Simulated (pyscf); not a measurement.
PySCF, gas phase, ωB97X-D3(BJ)/def2-SVP geometries.

Q: Estimate the classical barrier height and the reaction energy of AlH (SMILES [AlH]) [singlet] + NH₃ (SMILES N) -> H₂N–Al (SMILES [NH2][Al]) [singlet] + H₂ (SMILES [H][H]) at B3LYP-D3(BJ)/def2-TZVP. The step runs on the singlet surface, breaks Al–H, H–N and forms Al–N, H–H; take the separated reactants as zero.

A: ΔE‡ = 6.0 kcal/mol, ΔE = -25.5 kcal/mol. ωB97M-D3(BJ)/def2-TZVP gives 7.2 kcal/mol and -24.6 kcal/mol. Zero-point energy shifts the barrier by -0.4 kcal/mol. It is a four-centre exchange, with an imaginary mode of 1481i cm⁻¹. On the reactant side the descent ends in an adduct with a Al–N contact, 17.2 kcal/mol under the separated species and 23.4 kcal/mol under the saddle at ωB97X-D3(BJ)/def2-TZVP. What is counted as formed (Al–N) is already present as a longer contact in the reactant adduct; forming that adduct is a step of its own. At the saddle there is also a short Al–H contact that neither side keeps. One saddle was located; it need not be the lowest between these sides.
